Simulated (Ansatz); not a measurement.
**C₆H₁₂: ionisation energy by level of theory**

Aim: the vertical ionisation energy of C₆H₁₂, as cation minus neutral at the neutral's geometry, on several levels, and how well −ε(HOMO) stands in for it.

Method: unrestricted cation, the program's frozen cores in correlated methods; program: Ansatz 0.2.0, Gaussian basis.

Levels to be run: UKS PBE-D4/def2-TZVPP; UKS r2SCAN-D4/def2-TZVPP; UKS PBE0-D4/def2-TZVPP; UKS B3LYP-D4/def2-TZVPP; UKS wB97X-V/def2-TZVPP; UKS wB97M-V/def2-TZVPP; UKS B2PLYP/def2-TZVPP; UHF-CCSD(T)/def2-TZVPP; UHF-MP2/def2-QZVPP; extrapolation to the limit; then −ε(HOMO) from the neutral's earlier runs with LDA (SPW92), PBE-D4, revPBE-D4, BLYP-D4, r2SCAN-D4, B97M-V, PBE0-D4, B3LYP-D4, r2SCANh-D4, r2SCAN0-D4, HSE06-D4, BHLYP-D4, CAM-B3LYP-D4, LC-ωPBE, ωB97X-V, ωB97M-V.

### 1 The relaxed structure

An earlier PBE0-D4 in a triple-zeta def2 set relaxation fixed the geometry.

SMILES `CC(C)=C(C)C`, 18 atoms, charge 0, spin multiplicity 1.

Atoms are counted from 1 here; the program's logs count them from 0.

Bond lengths: C1–C2 1.502 Å, C1–H7 1.091 Å, C1–H8 1.095 Å, C1–H9 1.096 Å, C2–C3 1.502 Å, C2–C4 1.339 Å, C3–H10 1.096 Å, C3–H11 1.096 Å, C3–H12 1.091 Å, C4–C5 1.502 Å, C4–C6 1.502 Å, C5–H13 1.096 Å, C5–H14 1.096 Å, C5–H15 1.091 Å, C6–H16 1.091 Å, C6–H17 1.096 Å, C6–H18 1.095 Å. Angles: C2–C1–H7 111.6°, C2–C1–H8 111.8°, C2–C1–H9 111.8°, H7–C1–H8 107.5°, H7–C1–H9 107.5°, H8–C1–H9 106.3°, C1–C2–C3 118.2°, C1–C2–C4 120.9°, C3–C2–C4 120.9°, C2–C3–H10 111.8°, C2–C3–H11 111.8°, C2–C3–H12 111.6°, H10–C3–H11 106.3°, H10–C3–H12 107.5°, H11–C3–H12 107.5°, C2–C4–C5 120.9°, C2–C4–C6 120.9°, C5–C4–C6 118.2° and more.

### 2 Cation, UKS PBE-D4/def2-TZVPP

The input, in.yaml:

```yaml
crystal:
  periodic: [false, false, false]
  atoms:
    - {symbol: C, position_ang: [0.488967, -1.566341, 1.021714]}
    - {symbol: C, position_ang: [0.480939, -0.465550, -0.000254]}
    - {symbol: C, position_ang: [1.583599, -0.434137, -1.019758]}
    - {symbol: C, position_ang: [-0.482544, 0.463891, -0.001453]}
    - {symbol: C, position_ang: [-0.489249, 1.565942, -1.022075]}
    - {symbol: C, position_ang: [-1.583764, 0.434081, 1.019646]}
    - {symbol: H, position_ang: [1.330569, -2.244419, 0.876026]}
    - {symbol: H, position_ang: [-0.427901, -2.164543, 0.981876]}
    - {symbol: H, position_ang: [0.555256, -1.172637, 2.042026]}
    - {symbol: H, position_ang: [2.150993, 0.501959, -0.975881]}
    - {symbol: H, position_ang: [1.194592, -0.510412, -2.041147]}
    - {symbol: H, position_ang: [2.288916, -1.253190, -0.874889]}
    - {symbol: H, position_ang: [0.418671, 2.176642, -0.966453]}
    - {symbol: H, position_ang: [-0.533516, 1.173090, -2.043770]}
    - {symbol: H, position_ang: [-1.342056, 2.232483, -0.888846]}
    - {symbol: H, position_ang: [-2.294048, 1.247819, 0.869191]}
    - {symbol: H, position_ang: [-1.193880, 0.521000, 2.039909]}
    - {symbol: H, position_ang: [-2.145567, -0.505667, 0.984146]}
basis:
  gaussian: {orbitals: def2-TZVPP}
total_charge: 1
magnetization: {spin_polarized: true, initial_magnetization: 1}
hamiltonian: {xc: pbe, dispersion: d4}
```

On the command line:

```console
$ ansatz run in.yaml --threads 2 --pin off --events-out ev --progress --plain --max-ram 22528MiB --backend cuda --devices 0, --max-vram 18GiB
```

The runs that follow: Cation, UKS r2SCAN-D4/def2-TZVPP; Cation, UKS PBE0-D4/def2-TZVPP; Cation, UKS B3LYP-D4/def2-TZVPP; Cation, UKS wB97X-V/def2-TZVPP; Cation, UKS wB97M-V/def2-TZVPP; Cation, UKS B2PLYP (frozen core)/def2-TZVPP; Cation, UHF-CCSD(T)/def2-TZVPP; Cation, UHF-MP2/def2-QZVPP.

Q: Predict the results of all the runs planned. Wanted: ionisation energy, CCSD(T)/CBS; nearest functional by difference; nearest −ε(HOMO); −ε(HOMO) of PBE; T1 of the cation.

As calculated:

| quantity | value |
| --- | --- |
| ionisation energy, CCSD(T)/CBS | 8.51 eV |
| nearest functional by difference | B2PLYP (-0.31 eV) |
| nearest −ε(HOMO) | ωB97X-V (-0.07 eV) |
| −ε(HOMO) of PBE | 5.09 eV |
| T1 of the cation | 0.015 |

What this shows: Energy differences with functionals land within 0.56 eV of the reference. The PBE orbital energy is 3.4 eV too small: a semilocal HOMO is no ionisation energy. Among orbital estimates ωB97X-V comes nearest. Hartree-Fock falls 1.60 eV short, as the neutral has more correlation energy than the cation.
